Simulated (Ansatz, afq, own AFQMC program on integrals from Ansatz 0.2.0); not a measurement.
# HBrCl, doublet: AFQMC among the cluster methods

```json
{"atom": "Br", "x (Å)": "0.0000", "y (Å)": "0.0000", "z (Å)": "-1.6693"}
{"atom": "H", "x (Å)": "0.0000", "y (Å)": "0.0000", "z (Å)": "0.1597"}
{"atom": "Cl", "x (Å)": "0.0000", "y (Å)": "0.0000", "z (Å)": "1.5097"}
```

Connectivity, by distances: Br ··· Cl, 1 bridging H.

Basis cc-pVTZ. Only valence electrons are correlated. AFQMC by an in-house program on the Cholesky factors that Ansatz 0.2.0 writes for its CCSD(T) run. The CISD trial takes its coefficients from CCSD amplitudes. Released means that phaseless walkers are propagated on without the constraint, phases kept. ± is one standard error of the sampling. No spin–orbit coupling.

Determinant: UHF, the one that the program's search chose, which needn't be the lowest solution. The geometry is a point of a scan.

No full CI on the walks' own integrals is used here; CCSDT(Q) serves as the reference and is uncertain by about the last step of the cluster series.

Cautions: no relativity below Rb; no spin-orbit coupling; inner d shell frozen; the released energies are still falling, so no released level is given (meV from the phaseless value at times in 1/Eh: 2 ± 5 at 0.24, -10 ± 4 at 0.51, -27 ± 5 at 0.99, -33 ± 6 at 1.50), though the last usable value meets CCSDT(Q) within the noise.

* T1 diagnostic: 0.0104
* weight of the determinant in the CISD state: 0.857
* ⟨S²⟩ of the determinant: 0.772
* size of the correlated space: 15 electrons in 72 orbitals

```csv
level,correlation energy (eV)
MP2,-9.5010
CCSD,-10.5402
CCSD(T),-10.9257
```

Task: Estimate where phaseless AFQMC with a CISD trial lies against CCSD(T) on the same integrals.

Result: 2.3 ± 0.6 kJ/mol below CCSD(T).

Reference: CCSDT(Q), correlation energy -10.971 eV.

```csv
level,E − E(reference) (kJ/mol),share of correlation (%)
CCSD(T),4.4,99.58
CCSDT,1.5,99.86
ph-AFQMC/CISD,2.1 ± 0.6,99.80
```

A walk keeps the symmetry of its determinant, which the program's search chose and which needn't be the lowest solution, so a lower state of the same spin and another symmetry isn't excluded.
